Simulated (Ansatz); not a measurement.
Process, species as SMILES: CCl (CH3-Cl) → [CH3] (CH3) + Cl atom
B3LYP-D3(BJ)/def2-TZVP geometries, fixed; electronic energies without zero-point terms.

The bond dissociation energy at CCSD(T) with Ansatz (a program for electronic structure), in kcal/mol, split into its Hartree-Fock and correlation parts. Cores are frozen. Open shells are unrestricted. No added dispersion term, no relativity. Functions are those of the species that has most.

| basis | X | functions | Hartree-Fock | CCSD(T) |
|---|---|---|---|---|
| aug-cc-pV(D+d)Z | 2 | 82 | 53.44 | 81.12 |
| aug-cc-pV(T+d)Z | 3 | 170 | 53.75 | 85.55 |
| aug-cc-pV(Q+d)Z | 4 | 307 | 53.80 | 87.09 |

Worked estimate of the basis-set limit from each neighbouring pair, with Hartree-Fock from the larger set and the correlation part extrapolated as X^-3.
Correlation parts: X = 2: 27.68, X = 3: 31.80, X = 4: 33.29.
- (2,3): (27·(31.80) - 8·(27.68))/19 = 33.53; with Hartree-Fock 53.75 the estimate is 87.28 kcal/mol.
- (3,4): (64·(33.29) - 27·(31.80))/37 = 34.38; with Hartree-Fock 53.80 the estimate is 88.18 kcal/mol.
The last two estimates differ by 0.89 kcal/mol; the largest set lies 1.09 from the last. Over the last step Hartree-Fock moves by 0.05 and the correlation part by 1.49.
